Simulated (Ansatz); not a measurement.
Density of states of K (Cmmm, a = 8.518 Å, b = 8.530 Å, c = 11.145 Å, α = 90.00°, β = 90.00°, γ = 90.00°), in states per eV and primitive cell, averaged over bins of 0.5 eV. The calculation used DFT PBEsol, scalar-relativistic, plane waves, PAW (Ansatz).

Settings: cutoff 420 eV, Γ-centred mesh 6×6×4 on the computed 5-atom cell, Gaussian smearing of 0.10 eV; no spin polarisation.

The cell is relaxed at this level. The states (both spins) are summed by tetrahedra on a 9×9×6 mesh at the self-consistent density. Energies are bin centres; the table starts no lower than −8 eV and ends at 6 eV, or lower where the solved bands end.

It is a metal at this level.

| E − E_F (eV) | total | K 4s | K 3p |
| --- | --- | --- | --- |
| -1.80 | 1.07 | 1.05 | 0.00 |
| -1.30 | 2.19 | 2.14 | 0.01 |
| -0.80 | 2.96 | 2.84 | 0.02 |
| -0.30 | 3.26 | 2.96 | 0.02 |
| 0.20 | 4.55 | 3.41 | 0.02 |
| 0.70 | 5.30 | 2.49 | 0.01 |
| 1.20 | 6.56 | 1.78 | 0.01 |
| 1.70 | 7.41 | 1.01 | 0.00 |
| 2.20 | 8.60 | 0.53 | 0.00 |

The columns after the total are the Löwdin projections on the occupied valence shells of the potentials. The rest of the total lies in shells that are empty in the free atom, which aren't projected, and between the atoms.

This form isn't the element's structure at ambient conditions.